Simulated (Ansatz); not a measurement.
# BHCl₂ (singlet): the correlation ladder, cc-pVDZ

One table from this session's results is given with a row withheld; the runs are named, their logs left out.

Computed with Ansatz 0.2.0, Gaussian basis. Level: cc-pVDZ, core rule «outside noble gas», up to 11 orbitals frozen.

Plan: UHF; CCSD(T) on RHF; BCCD(T) on RHF; CISD; CCSDT(Q) on RHF; CASSCF and MRCISD+Q, 14 electrons in 11 orbitals; CASSCF and NEVPT2, 14 electrons in 11 orbitals.

19 further runs of the same task are left out: 2 for a known fault of the program, 7 that didn't finish, 10 set aside as unsound or not needed.

## What is computed

The geometry is a PBE0/def2-TZVP stationary point (not a proven minimum).

4 atoms, charge 0, spin multiplicity 1.

Atoms are counted from 1 here; the program's logs count them from 0.

Bond lengths: B1–Cl2 1.734 Å, B1–Cl3 1.734 Å, B1–H4 1.187 Å. Angles: Cl2–B1–Cl3 120.7°, Cl2–B1–H4 119.6°, Cl3–B1–H4 119.6°.

Set-up of the first run:

File in.yaml:

```yaml
crystal:
  periodic: [false, false, false]
  atoms:
    - {symbol: B, position_ang: [0.000000, -0.720350, 0.000000]}
    - {symbol: Cl, position_ang: [0.000000, 0.136941, -1.507441]}
    - {symbol: Cl, position_ang: [0.000000, 0.136941, 1.507441]}
    - {symbol: H, position_ang: [0.000000, -1.907074, 0.000000]}
basis:
  gaussian: {orbitals: cc-pVDZ}
magnetization: {spin_polarized: true, initial_magnetization: 0}
hamiltonian: {xc: hf}
output: {orbitals: {seedname: orbitals}}
```

On the command line:

```console
> ansatz run in.yaml --threads 1 --pin off --events-out ev --progress --plain --max-ram 2393MiB
```

Steps of the session up to this table: UHF; CCSD(T) on RHF; BCCD(T) on RHF; CISD; CCSDT(Q) on RHF; CASSCF and MRCISD+Q, 14 electrons in 11 orbitals; CASSCF and NEVPT2, 14 electrons in 11 orbitals.

One of the session's tables, all rows but one given; the rest of the session is left out.

It belongs to the step «Misses and costs». 

```
          method  from RCCSDT(Q) (meV)
             RHF              +10764.5
            RMP2               +1155.4
            CISD                     ?
           RCCSD                +301.6
        RCCSD(T)                 +39.7
         BCCD(T)                 +37.3
          RCCSDT                 +20.2
       RCCSDT(Q)                     0
  CASSCF valence               +8969.1
  NEVPT2 valence               +1564.6
  MRCISD valence                +956.2
MRCISD+Q valence                 +87.7
```

Q: Estimate the row for CISD from the others.

The run gave: from RCCSDT(Q) (meV): +1418.8. In the column «from RCCSDT(Q) (meV)» it lies between RMP2 (+1155.4) and NEVPT2 valence (+1564.6).

With the free atoms at the same levels and basis (separate runs), the atomisation energy is 12.555 eV at RCCSDT(Q), 12.544 eV at RCCSD(T), 10.389 eV at RHF.
